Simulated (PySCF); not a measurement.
## Two probes of the same atoms: core binding energy and nuclear shielding

Compound: C4H5O2 (charge -1).
Cartesian coordinates in Å at the PBE0-D3(BJ)/def2-SVP level; atoms count from 1:
```
atom  x, y, z in Å
C1     1.928   -0.001   -0.315
C2     0.671    0.456   -0.236
C3    -0.467   -0.162    0.482
C4    -1.788   -0.222   -0.395
O5    -2.478   -1.238   -0.223
O6    -1.978    0.779   -1.111
H7     2.689    0.508   -0.916
H8     2.236   -0.915    0.206
H9     0.379    1.358   -0.790
H10   -0.227   -1.162    0.876
H11   -0.741    0.481    1.341
```

Binding energies: delta-SCF UKS SCAN, pcX-2 on the ionised atom, pcseg-1 elsewhere, spin-free X2C in PySCF 2.14.0. Shieldings: GIAO PBE0/pcSseg-1, non-relativistic, same geometry.

```
atom  C 1s (eV)
  C1     285.75
  C2     286.13
  C3     285.78
  C4     287.89
```

Problem. What are the absolute isotropic shieldings of these atoms?

Solution. 
| atom | environment | C 1s (eV) | isotropic shielding (ppm) |
| --- | --- | --- | --- |
| C1 | terminal =CH2 carbon | 285.75 | 82.5 |
| C3 | sp3 carbon next to a carbonyl | 285.78 | 132.4 |
| C2 | alkene CH carbon | 286.13 | 22.2 |
| C4 | carboxylate carbon | 287.89 | 18.2 |

Problem. Among the listed atoms, is the one with the highest binding energy also the least shielded?

Solution. Yes: C4 has both (287.89 eV, 18.2 ppm).

By binding energy: C1 ≈ C3 < C2 < C4. By shielding: C4 < C2 < C1 < C3.

The unrestricted hole states depart most from a pure doublet (⟨S²⟩ = 0.75; over 0.85 named) for C 1s of C2 (0.92), which makes this value less certain. The species carries charge -1, so core ionisation leaves a neutral species. The basis sets have no added diffuse functions. Geometry: PBE0-D3(BJ)/def2-SVP, one conformer, isolated ion. The geometry's basis has no diffuse functions, a weakness for an anion.
